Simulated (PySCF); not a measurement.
# Working out the electron affinity of O

O⁻ [He] 2s2 2p5 (2P) → O [He] 2s2 2p4 (3P). Calculation: PySCF 2.14, in aug-cc-pCVTZ-DK with one added diffuse shell each of s, p, d, f type (8s7p5d3f, 75 functions); the spin-free X2C one-electron Hamiltonian (Gaussian nucleus). Frozen: 1s2. Energies in hartree (1 hartree = 27.21139 eV):

| part | O⁻ (lower) | O (upper) |
| --- | --- | --- |
| UHF | -74.844338 | -74.865231 |
| CCSD correlation | -0.230574 | -0.165885 |
| (T) | -0.009376 | -0.003595 |

Question: What does Hartree-Fock give?

Answer: (-74.865231) − (-74.844338) = -0.020893 hartree = -0.569 eV.

Question: What do CCSD and CCSD(T) give?

Answer: The CCSD correlation energies differ by 0.064689 hartree = 1.760 eV and the triples by 0.005781 hartree = 0.157 eV, so CCSD gives 1.191 eV and CCSD(T) 1.348 eV.

A first-order spin-orbit estimate adds -0.001 eV to CCSD(T) (valence), giving 1.347 eV against 1.461 eV (measured; photodetachment measurements, as compiled on the Wikipedia data page of electron affinities).

What remains against the reference includes basis incompleteness, the frozen core and higher excitations.
